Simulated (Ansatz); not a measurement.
# triplet SiH2Cl2: levels of theory compared

Wanted: a comparison of 6 runs (UHF/6-311+G**, UB3LYP/6-31G*, U-revPBE/6-311+G**, U-wB97M-V/6-311+G**, UHSE06/6-311+G**, UCCSD/6-311+G**) of triplet SiH2Cl2. 

Program for the calculation: Ansatz 0.2.0.

47 further runs of the same task are left out: 4 that didn't finish, 43 set aside as unsound or not needed.

### 1 The system as given

The species is SiH2Cl2 (5 atoms), meant as a triplet with charge 0. As SMILES of the parent species, `Cl[SiH2]Cl`. The coordinates come from a PBE0-D4/def2-TZVP relaxation. That shape belongs to the parent species and isn't relaxed for this state.

Bond lengths: Cl1–Si2 2.040 Å, Si2–Cl3 2.040 Å, Si2–H4 1.476 Å, Si2–H5 1.476 Å. Angles: Cl1–Si2–Cl3 110.1°, Cl1–Si2–H4 108.5°, Cl1–Si2–H5 108.5°, Cl3–Si2–H4 108.5°, Cl3–Si2–H5 108.5°, H4–Si2–H5 112.7°.

### 2 A single-point energy at UHF/6-311+G(d,p) (run 1)

input.yaml reads:

```yaml
crystal:
  periodic: [false, false, false]
  atoms:
    - {symbol: Cl, position_ang: [-1.036100, -0.393400, 1.609300]}
    - {symbol: Si, position_ang: [0.136800, -0.071700, -0.028900]}
    - {symbol: Cl, position_ang: [-0.799200, 1.196800, -1.324000]}
    - {symbol: H, position_ang: [0.352000, -1.362200, -0.711200]}
    - {symbol: H, position_ang: [1.396500, 0.556600, 0.413400]}
basis:
  gaussian: {orbitals: 6-311+G_st__st_-spherical.json}
hamiltonian: {xc: hf}
output: {orbitals: {seedname: orbitals}}
accuracy: high
magnetization: {spin_polarized: true, initial_magnetization: 2}
```

The basis set 6-311+G** is read from a file made from the Basis Set Exchange's data (not shown).

Run with:

```bash
$ ansatz run input.yaml --threads 1 --pin off --max-ram 3480MiB --events-out events.jsonl --progress --plain --runs-dir runs
```

Log:

```text
Warning: RAYON_NUM_THREADS=1 ignored (pool sized by the plan → 1); use --threads N
Functional definition: HF
  name "HF"
  exchange = exact_x
  correlation = 0
1711 factors; integrals over basis functions are off by at most 4.4e-9 eV
mean field evaluation 1: about -32894.6405 eV, gradient 1.0e1 eV
mean field evaluation 2: about -32894.6628 eV, gradient 1.0e1 eV
mean field evaluation 4: about -32895.6386 eV, gradient 1.7e0 eV
mean field evaluation 8: about -32895.7102 eV, gradient 2.7e-1 eV
mean field evaluation 16: about -32895.7361 eV, gradient 6.5e-2 eV
mean field evaluation 32: about -32896.5496 eV, gradient 5.1e-8 eV
mean field evaluation 64: about -32896.5115 eV, gradient 9.8e-2 eV
mean field evaluation 96: about -32896.5472 eV, gradient 1.9e-1 eV
mean field evaluation 128: about -32896.4066 eV, gradient 6.8e-1 eV
mean field evaluation 160: about -32896.4465 eV, gradient 1.7e-1 eV
mean field evaluation 192: about -32895.9218 eV, gradient 5.3e0 eV
mean field evaluation 224: about -32895.6990 eV, gradient 1.3e0 eV
mean field evaluation 256: about -32896.4250 eV, gradient 4.9e-1 eV
mean field evaluation 288: about -32895.8371 eV, gradient 6.4e-1 eV
mean field evaluation 320: about -32895.0544 eV, gradient 4.0e-1 eV
mean field evaluation 352: about -32896.5398 eV, gradient 1.1e0 eV
mean field -32896.54957830 eV, -1208.9258989202 hartree, gradient 5.1e-8 eV, S^2 2.010606; 3 other end points of the search recorded, 0 dependent functions left out
reference -32896.54957830 eV, -1208.9258989202 hartree; 26, 24 occupied and 76, 78 virtual orbitals, 1711 factors
Total energy: -32896.54957830 eV, -1208.9258989202 hartree
```

It took 24 s on 1 thread of Arm Neoverse V2, shared host; peak memory 0.35 GiB.

### 3 A single-point energy at UB3LYP/6-31G(d) (spherical functions) (run 2)

input.yaml: that of step 2 with these lines changed.

```diff
@@ -9,6 +9,10 @@
 basis:
-  gaussian: {orbitals: 6-311+G_st__st_-spherical.json}
-hamiltonian: {xc: hf}
+  gaussian:
+    orbitals: 6-31G_st_-spherical.json
 output: {orbitals: {seedname: orbitals}}
 accuracy: high
-magnetization: {spin_polarized: true, initial_magnetization: 2}
+hamiltonian:
+  xc: {name: B3LYP}
+magnetization:
+  spin_polarized: true
+  initial_magnetization: 2
```

The basis set 6-31G* is read from a file made from the Basis Set Exchange's data (not shown).

Run with:

```bash
$ ansatz run input.yaml --threads 1 --pin off --max-ram 3480MiB --events-out events.jsonl --progress --plain --runs-dir runs
```

Log, cut to the lines that bear on the results:

```text
Warning: RAYON_NUM_THREADS=1 ignored (pool sized by the plan → 1); use --threads N
Functional definition: B3LYP
  name "B3LYP"
[...]
1180 factors; integrals over basis functions are off by at most 5.9e-9 eV
[...]
mean field -32950.39913594 eV, -1210.9048336630 hartree, gradient 2.0e-8 eV, S^2 2.003097; 8 other end points of the search recorded, 0 dependent functions left out
reference -32950.39917243 eV, -1210.9048350042 hartree; 26, 24 occupied and 32, 34 virtual orbitals, 1180 factors
Total energy: -32950.39917243 eV, -1210.9048350042 hartree
```

Run time: 51 s. Hardware: 1 thread of Arm Neoverse V2, shared host; peak memory 0.27 GiB.

### 4 The energy at U-revPBE/6-311+G(d,p) (run 3)

in.yaml reads:

```yaml
crystal:
  periodic: [false, false, false]
  atoms:
    - symbol: Cl
      position_ang: [-1.036100, -0.393400, 1.609300]
    - symbol: Si
      position_ang: [0.136800, -0.071700, -0.028900]
    - symbol: Cl
      position_ang: [-0.799200, 1.196800, -1.324000]
    - symbol: H
      position_ang: [0.352000, -1.362200, -0.711200]
    - symbol: H
      position_ang: [1.396500, 0.556600, 0.413400]
basis:
  gaussian:
    orbitals: 6-311+G_st__st_-spherical.json
total_charge: 0
magnetization:
  spin_polarized: true
  initial_magnetization: 2
hamiltonian:
  xc: {name: revPBE}
accuracy: high
output: {orbitals: {seedname: orbitals}}
```

The basis set 6-311+G** is read from a file made from the Basis Set Exchange's data (not shown).

Run with:

```bash
$ ansatz run in.yaml --threads 1 --pin off --max-ram 3480MiB --events-out events.jsonl --progress --plain --runs-dir runs
```

Log, cut to the lines that bear on the results:

```text
Warning: RAYON_NUM_THREADS=1 ignored (pool sized by the plan → 1); use --threads N
Functional definition: revPBE
  name "revPBE"
[...]
1711 factors; integrals over basis functions are off by at most 4.4e-9 eV
[...]
mean field -32945.88711013 eV, -1210.7390197729 hartree, gradient 4.5e-8 eV, S^2 2.001596; 10 other end points of the search recorded, 0 dependent functions left out
reference -32945.88711529 eV, -1210.7390199627 hartree; 26, 24 occupied and 76, 78 virtual orbitals, 1711 factors
Total energy: -32945.88711529 eV, -1210.7390199627 hartree
```

It took 47 s on 1 thread of Arm Neoverse V2, shared host; peak memory 0.3 GiB.

Runs 4 to 5 aren't shown in full; the table further down has their settings and results.

### 5 The energy at UCCSD/6-311+G(d,p) (run 6)

input.yaml: that of step 3 with these lines changed.

```diff
@@ -9,10 +9,6 @@
 basis:
-  gaussian:
-    orbitals: 6-31G_st_-spherical.json
-output: {orbitals: {seedname: orbitals}}
+  gaussian: {orbitals: 6-311+G_st__st_-spherical.json}
+magnetization: {spin_polarized: true, initial_magnetization: 2}
+correlation: {method: ccsd, frozen_orbitals: {Cl: 5, H: 0, Si: 5}}
 accuracy: high
-hamiltonian:
-  xc: {name: B3LYP}
-magnetization:
-  spin_polarized: true
-  initial_magnetization: 2
+scf: {omitted_lower_state_checks: [cluster_reference, increment]}
```

The basis set 6-311+G** is read from a file made from the Basis Set Exchange's data (not shown).

Run with:

```bash
$ ansatz run input.yaml --threads 1 --pin off --max-ram 3480MiB --events-out events.jsonl --progress --plain --runs-dir runs
```

Log:

```text
Warning: RAYON_NUM_THREADS=1 ignored (pool sized by the plan → 1); use --threads N
[... 18 lines left out ...]
15 core orbitals not correlated: weight in the atoms' cores, before any rotation towards them, 1.000 or more for the frozen orbitals, at most 0.000 for the correlated occupied ones
[... 48 lines left out ...]
Total energy: -32907.75723220 eV, -1209.3377726044 hartree
Checks for a lower state left out: cluster_reference, increment
```

It took 2 min on 1 thread of Arm Neoverse V2, shared host; peak memory 1.1 GiB.

### 6 The series

```tsv
run	level	frozen core orbitals	energy (Eh)	HOMO energy (eV)	⟨S²⟩	wall time
1	UHF/6-311+G**	–	-1208.925899	-3.90	2.011	24 s
2	UB3LYP/6-31G* (spherical functions)	–	-1210.904835	-1.80	2.003	51 s
3	U-revPBE/6-311+G**	–	-1210.739020	-1.79	2.002	47 s
4	U-wB97M-V/6-311+G**	–	-1210.864180	-4.08	2.006	5.4 min
5	UHSE06/6-311+G**	–	-1210.503364	-2.12	2.004	97 s
6	UCCSD/6-311+G**	15	-1209.337773	–	2.011	2 min
```

### 7 What came out

| quantity | value |
| --- | --- |
| run 6: total energy | -1209.33777 Eh |
| run 6: correlation energy (15 core orbitals frozen) | -411.9 mEh |
| run 6: ⟨S²⟩ of the reference determinant | 2.011 |
| run 6: T1 diagnostic | 0.047 |

Totals of different functionals can't be ranked against each other. All runs together took 11 min, the longest 5.4 min.
